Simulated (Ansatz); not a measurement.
**Band gap of some III–V compounds**

Method: PBE+SOC (Ansatz, an electronic-structure program; the runs differ in potentials, basis or settings). References are measured gaps from which a computed or estimated zero-point shift was taken out, by their sources or here, so that they lie as a rule above the printed measurements. The table is a random draw of 8 from 11 solids with such references.

Values in eV.

| solid | reference | PBE+SOC | error (eV) |
|---|---|---|---|
| zinc-blende BP | 2.2¶ (2.20–2.50) | 1.24 | -0.96 |
| zinc-blende InAs | 0.44 | 0.00 | -0.44 |
| zinc-blende InP | 1.47 | 0.67 | -0.80 |
| wurtzite AlN | 6.51 | 4.19 | -2.32 |
| zinc-blende GaAs | 1.57 | 0.41 | -1.16 |
| zinc-blende AlAs | 2.28 | 1.35 | -0.93 |
| zinc-blende GaP | 2.43 | 1.57 | -0.86 |
| zinc-blende InSb | 0.26 | 0.00 | -0.26 |

Over these 8 solids the mean error is -0.97 eV, the mean absolute error 0.97 eV (median 0.89 eV), and the worst case wurtzite AlN at -2.32 eV; the value is too low in 8 of 8 cases. Over all 11, from unrounded values, the mean error is -1.03 eV and the mean absolute error 1.03 eV (median 0.93 eV). Caveats on values not shown: for solids of elements lighter than gallium the value without spin–orbit coupling stands in (1).

¶ marks references of a special kind: zinc-blende BP, 2.2 eV (measured, zero-point renormalisation of 0.106 eV removed from the gap extrapolated to 0 K (as printed); the shift is computed, second of two values printed, our sources range from 2.20 to 2.50; as tabulated in X. Ren, F. Merz, H. Jiang et al., All-electron periodic G0W0 implementation …).

Brackets give the range of the sources taken for a reference, where it is wide; it can hold other temperatures.

Differences are worked out from the printed values.

Density-functional gaps are differences of (generalised) Kohn–Sham levels of a static lattice; semilocal ones lie below quasiparticle gaps as a rule. Measured gaps hold zero-point and thermal shifts unless a correction is named.

Cells: PBE+SOC at the measured cell. Caveats: for solids of elements lighter than gallium the value without spin–orbit coupling stands in (zinc-blende BP, wurtzite AlN). Ansatz's density-functional and Hartree–Fock values are scalar-relativistic unless marked +SOC, with PAW data made under PBE.

A closed gap counts as zero, however far the bands overlap: PBE+SOC: zinc-blende InAs, zinc-blende InSb.

Not in this set, of the III–V compounds with a reference value in our tables and a result at some level: 2 for a reference of another kind, counted apart; 1 for sources at odds; 1 for a doubt noted on the run at PBE+SOC. These can be a level's best or worst cases. At least 3 more with a reference value are held back for tests. Solids without a released value at any level aren't counted. Without +SOC, gaps count where the solid holds none of Ge, As, Se, Br, Sn, Sb, Te, I or the elements past barium, or holds Ge, As, Se or Br with a gap over 4 eV. Layered and molecular crystals are counted apart.

References as tabulated in, or derived from, Chen et al. (2018), doi:10.1103/physrevmaterials.2.073803; arXiv:2302.06325; X. Ren, F. Merz, H. Jiang et al., All-electron periodic G0W0 implementation …; Feneberg et al. (2010), doi:10.1103/physrevb.82.075208.
